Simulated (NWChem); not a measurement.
System: hydrogen cyanide (CHN); SMILES C#N

Input file for NWChem:

```
start job
memory heap 200 mb stack 900 mb global 1100 mb
geometry units angstroms noautoz
  C      0.000000     0.000000    -0.491549
  N      0.000000     0.000000     0.662233
  H      0.000000     0.000000    -1.571109
end
basis spherical
  * library 6-31g*
end
dft
  xc b3lyp
  iterations 150
  grid coarse
end
task dft gradient
```

Excerpt of the output:

```
             Northwest Computational Chemistry Package (NWChem) 7.3.0
             --------------------------------------------------------

 ORDER OF PRIMARY AXIS IS BEING SET TO 4
 C4V symmetry detected

                             Geometry "geometry" -> ""
                             -------------------------

 Output coordinates in angstroms (scale by  1.889725989 to convert to a.u.)

  No.       Tag          Charge          X              Y              Z
 ---- ---------------- ---------- -------------- -------------- --------------
    1 C                    6.0000     0.00000000     0.00000000    -0.49977957
    2 N                    7.0000     0.00000000     0.00000000     0.65400243
    3 H                    1.0000     0.00000000     0.00000000    -1.57933957

 Effective nuclear repulsion energy (a.u.)      23.8628035349

      Symmetry information
      --------------------

 Group name             C4v
 Group number             18
 Group order               8
 No. of unique centers     3

                                 NWChem DFT Module
                                 -----------------

 Summary of "ao basis" -> "ao basis" (spherical)
 ------------------------------------------------------------------------------
       Tag                 Description            Shells   Functions and Types
 ---------------- ------------------------------  ------  ---------------------
 C                           6-31g*                  6       14   3s2p1d
 N                           6-31g*                  6       14   3s2p1d
 H                           6-31g*                  2        2   2s

      Symmetry analysis of basis
      --------------------------

        a1         14
        a2          0
        b1          2
        b2          2
        e          12

            General Information
            -------------------
          SCF calculation type: DFT
          Wavefunction type:  closed shell.
          No. of atoms     :     3
          No. of electrons :    14
           Alpha electrons :     7
            Beta electrons :     7
          Charge           :     0
          Spin multiplicity:     1
          Use of symmetry is: on ; symmetry adaption is: on
          Maximum number of iterations: 150
          AO basis - number of functions:    30
                     number of shells:    14
          Convergence on energy requested:  1.00D-06
          Convergence on density requested:  1.00D-05
          Convergence on gradient requested:  5.00D-04

              XC Information
              --------------
                         B3LYP Method XC Potential
                     Hartree-Fock (Exact) Exchange  0.200
                        Slater Exchange Functional  0.800 local
                    Becke 1988 Exchange Functional  0.720 non-local
              Lee-Yang-Parr Correlation Functional  0.810
                  VWN I RPA Correlation Functional  0.190 local

             Grid Information
             ----------------
          Grid used for XC integration:  coarse
          Radial quadrature: Mura-Knowles
          Angular quadrature: Lebedev.
          Tag              B.-S. Rad. Rad. Pts. Rad. Cut. Ang. Pts.
          ---              ---------- --------- --------- ---------
          C                   0.70       35           5.0       302
          N                   0.65       35           7.0       302
          H                   0.35       35           7.0       302
          Grid pruning is: on
          Number of quadrature shells:   105
          Spatial weights used:  Erf1

      Superposition of Atomic Density Guess
      -------------------------------------

 Sum of atomic energies:         -92.45222493

      Non-variational initial energy
      ------------------------------

 Total energy =     -93.075181
 1-e energy   =    -171.396201
 2-e energy   =      54.458216
 HOMO         =      -0.442004
 LUMO         =       0.059324

      Symmetry analysis of molecular orbitals - initial
      -------------------------------------------------

 !! scf_movecs_sym_adapt:    4 vectors were symmetry contaminated

  Symmetry fudging

 !! scf_movecs_sym_adapt:    4 vectors were symmetry contaminated

  Numbering of irreducible representations:

     1 a1          2 a2          3 b1          4 b2          5 e

  Orbital symmetries:

     1 a1          2 a1          3 a1          4 a1          5 a1
     6 e           7 e           8 e           9 e          10 a1
    11 a1         12 e          13 e          14 a1         15 a1
    16 e          17 e

   convergence    iter        energy       DeltaE   RMS-Dens  Diis-err
 ---------------- ----- ----------------- --------- --------- ---------
 d= 0,ls=0.0,diis     1    -93.3498635966 -1.17D+02  3.81D-02  4.88D-01
 d= 0,ls=0.0,diis     2    -93.1050347087  2.45D-01  2.55D-02  2.64D+00
 d= 0,ls=0.0,diis     3    -93.4192090722 -3.14D-01  2.17D-03  5.04D-03
 d= 0,ls=0.0,diis     4    -93.4197219153 -5.13D-04  6.13D-04  5.03D-04
 d= 0,ls=0.0,diis     5    -93.4197916905 -6.98D-05  1.40D-04  2.83D-05
  Resetting Diis
 d= 0,ls=0.0,diis     6    -93.4197957126 -4.02D-06  1.57D-05  5.15D-07
 d= 0,ls=0.0,diis     7    -93.4197957720 -5.94D-08  5.31D-06  1.08D-08

         Total DFT energy =      -93.419795771963
      One electron energy =     -172.781253003660
           Coulomb energy =       68.105579003760
    Exchange-Corr. energy =      -12.606925306950
 Nuclear repulsion energy =       23.862803534887

 Numeric. integr. density =       13.999997393703

                  Occupations of the irreducible representations
                  ----------------------------------------------

                     irrep           alpha         beta
                     --------     --------     --------
                     a1                5.0          5.0
                     a2                0.0          0.0
                     b1                0.0          0.0
                     b2                0.0          0.0
                     e                 2.0          2.0

                       DFT Final Molecular Orbital Analysis
                       ------------------------------------

 Vector    5  Occ=2.000000D+00  E=-3.792034D-01  Symmetry=a1
              MO Center=  2.5D-15, -7.2D-15,  8.1D-01, r^2= 8.3D-01
   Bfn.  Coefficient  Atom+Function         Bfn.  Coefficient  Atom+Function
  ----- ------------  ---------------      ----- ------------  ---------------
    19      0.507119  2 N  pz                20      0.388885  2 N  s
    23      0.284663  2 N  pz                16      0.248812  2 N  s
     5     -0.244241  1 C  pz                30      0.147805  3 H  s
     2     -0.140539  1 C  s                 15     -0.112538  2 N  s
    29      0.086296  3 H  s                  1      0.067122  1 C  s

 Vector    6  Occ=2.000000D+00  E=-3.594915D-01  Symmetry=e
              MO Center= -1.0D-16,  1.3D-18,  1.1D-01, r^2= 1.0D+00
   Bfn.  Coefficient  Atom+Function         Bfn.  Coefficient  Atom+Function
  ----- ------------  ---------------      ----- ------------  ---------------
    17      0.436670  2 N  px                 3      0.395469  1 C  px
    21      0.238738  2 N  px                 7      0.226194  1 C  px
    18      0.141193  2 N  py                 4      0.127872  1 C  py
    22      0.077194  2 N  py                 8      0.073138  1 C  py
    27      0.032528  2 N  d  1

 Vector    7  Occ=2.000000D+00  E=-3.594915D-01  Symmetry=e
              MO Center= -2.6D-15,  8.1D-15,  1.1D-01, r^2= 1.0D+00
   Bfn.  Coefficient  Atom+Function         Bfn.  Coefficient  Atom+Function
  ----- ------------  ---------------      ----- ------------  ---------------
    18      0.436670  2 N  py                 4      0.395469  1 C  py
    22      0.238738  2 N  py                 8      0.226194  1 C  py
    17     -0.141193  2 N  px                 3     -0.127872  1 C  px
    21     -0.077194  2 N  px                 7     -0.073138  1 C  px
    25     -0.032528  2 N  d -1

 Vector    8  Occ=0.000000D+00  E= 2.213319D-02  Symmetry=e
              MO Center=  2.9D-16, -1.7D-16, -4.6D-02, r^2= 1.6D+00
   Bfn.  Coefficient  Atom+Function         Bfn.  Coefficient  Atom+Function
  ----- ------------  ---------------      ----- ------------  ---------------
     7      0.642610  1 C  px                21     -0.576832  2 N  px
    17     -0.452039  2 N  px                 3      0.422471  1 C  px
     8     -0.177797  1 C  py                22      0.159598  2 N  py
    18      0.125070  2 N  py                 4     -0.116889  1 C  py
    13      0.041198  1 C  d  1

 Vector    9  Occ=0.000000D+00  E= 2.213319D-02  Symmetry=e
              MO Center= -2.4D-16, -6.0D-16, -4.6D-02, r^2= 1.6D+00
   Bfn.  Coefficient  Atom+Function         Bfn.  Coefficient  Atom+Function
  ----- ------------  ---------------      ----- ------------  ---------------
     8      0.642610  1 C  py                22     -0.576832  2 N  py
    18     -0.452039  2 N  py                 4      0.422471  1 C  py
     7      0.177797  1 C  px                21     -0.159598  2 N  px
    17     -0.125070  2 N  px                 3      0.116889  1 C  px
    11     -0.041198  1 C  d -1

 Vector   10  Occ=0.000000D+00  E= 7.804991D-02  Symmetry=a1
              MO Center=  1.5D-16,  2.0D-16, -1.7D+00, r^2= 1.7D+00
   Bfn.  Coefficient  Atom+Function         Bfn.  Coefficient  Atom+Function
  ----- ------------  ---------------      ----- ------------  ---------------
    30      1.899071  3 H  s                  6     -1.614422  1 C  s
     9      0.703924  1 C  pz                 5      0.276751  1 C  pz
    29      0.187971  3 H  s                 19     -0.184098  2 N  pz
     2     -0.153822  1 C  s                 23     -0.149671  2 N  pz
    16      0.128713  2 N  s                  1      0.118260  1 C  s

     Multipole analysis of the density
     ---------------------------------

     L   x y z        total         alpha         beta         nuclear
     -   - - -        -----         -----         ----         -------
     0   0 0 0     -0.000000     -7.000000     -7.000000     14.000000

     1   1 0 0      0.000000      0.000000      0.000000      0.000000
     1   0 1 0     -0.000000     -0.000000     -0.000000      0.000000
     1   0 0 1     -1.145573     -0.572786     -0.572786     -0.000000

     2   2 0 0     -8.459705     -4.229852     -4.229852      0.000000
     2   1 1 0     -0.000000     -0.000000     -0.000000      0.000000
     2   1 0 1     -0.000000     -0.000000     -0.000000      0.000000
     2   0 2 0     -8.459705     -4.229852     -4.229852      0.000000
     2   0 1 1      0.000000      0.000000      0.000000      0.000000
     2   0 0 2     -7.076502    -16.013809    -16.013809     24.951117

            General Information
            -------------------
          SCF calculation type: DFT
          Wavefunction type:  closed shell.
          No. of atoms     :     3
          No. of electrons :    14
           Alpha electrons :     7
            Beta electrons :     7
          Charge           :     0
          Spin multiplicity:     1
          Use of symmetry is: on ; symmetry adaption is: on
          Maximum number of iterations: 150
          AO basis - number of functions:    30
                     number of shells:    14
          Convergence on energy requested:  1.00D-06
          Convergence on density requested:  1.00D-05
          Convergence on gradient requested:  5.00D-04

              XC Information
              --------------
                         B3LYP Method XC Potential
                     Hartree-Fock (Exact) Exchange  0.200
                        Slater Exchange Functional  0.800 local
                    Becke 1988 Exchange Functional  0.720 non-local
              Lee-Yang-Parr Correlation Functional  0.810
                  VWN I RPA Correlation Functional  0.190 local

             Grid Information
             ----------------
          Grid used for XC integration:  coarse
          Radial quadrature: Mura-Knowles
          Angular quadrature: Lebedev.
          Tag              B.-S. Rad. Rad. Pts. Rad. Cut. Ang. Pts.
          ---              ---------- --------- --------- ---------
          C                   0.70       35           5.0       302
          N                   0.65       35           7.0       302
          H                   0.35       35           7.0       302
          Grid pruning is: on
          Number of quadrature shells:   105
          Spatial weights used:  Erf1

          Convergence Information
          -----------------------
          Convergence aids based upon iterative change in
          total energy or number of iterations.
          Levelshifting, if invoked, occurs when the
          HOMO/LUMO gap drops below (HL_TOL):  1.00D-02
          DIIS, if invoked, will attempt to extrapolate
          using up to (NFOCK): 10 stored Fock matrices.

                    Damping( 0%)  Levelshifting(0.5)       DIIS
                  --------------- ------------------- ---------------
          dE  on:    start            ASAP                start
          dE off:    2 iters        150 iters           150 iters

                            NWChem DFT Gradient Module
                            --------------------------

  charge          =   0.00
  wavefunction    = closed shell

  Using symmetry

                         DFT ENERGY GRADIENTS

    atom               coordinates                        gradient
                 x          y          z           x          y          z
   1 C       0.000000   0.000000  -0.944446    0.000000   0.000000   0.015298
   2 N       0.000000   0.000000   1.235885    0.000000   0.000000  -0.008195
   3 H       0.000000   0.000000  -2.984519    0.000000   0.000000  -0.007103
```

Level: B3LYP/6-31G* (spherical d). Structure relaxed at the PBE0/def2-SVP level.
